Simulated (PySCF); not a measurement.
System (SMILES): F[Si](F)(F)F.
Geometry (B3LYP-D3(BJ)/def2-TZVP, fixed):
```xyz
5

Si     0.0000     0.0000     0.0000
F      0.9027     0.9354     0.8757
F     -0.8806    -0.8997     0.9336
F     -0.9289     0.8739    -0.9111
F      0.9068    -0.9096    -0.8983
```
Charge 0, spin multiplicity 1.

Basis-set convergence of the lowest singlet excitation energy at PBE with PySCF. Tamm-Dancoff approximation; the state is taken by its order, and sets in which it differs in degeneracy or brightness are left out, yet its character can still change. All functions are spherical. Density fitting with generated auxiliary sets. No added dispersion term, no relativity. Reference: the value in aug-pcseg-2, 9.468 eV, itself unsure by roughly 0.004 eV (its distance from aug-cc-pV(T+d)Z). Deviations are taken from unrounded values.

```
basis            functions  lowest singlet excitation energy (eV)  minus reference (eV)
---------------  ---------  -------------------------------------  --------------------
STO-3G                  29                                  9.152                -0.316
3-21G                   49                                  9.301                -0.167
6-31G                   49                                  9.192                -0.276
6-31G**                 74                                  9.856                 0.388
cc-pV(D+d)Z             79                                 10.033                 0.565
6-311G**                98                                 10.096                 0.628
aug-cc-pV(D+d)Z        124                                  9.395                -0.073
cc-pV(T+d)Z            159                                 10.095                 0.627
jun-cc-pV(T+d)Z        204                                  9.472                 0.004
aug-cc-pV(T+d)Z        239                                  9.464                -0.004
cc-pV(Q+d)Z            284                                  9.942                 0.474
```

The smallest set listed that lies within 0.1 eV of the reference with all its larger relatives (same family, alike in diffuse functions; a set with none counts only in the reference's own line) is aug-cc-pV(D+d)Z (124 functions, -0.073 eV off).
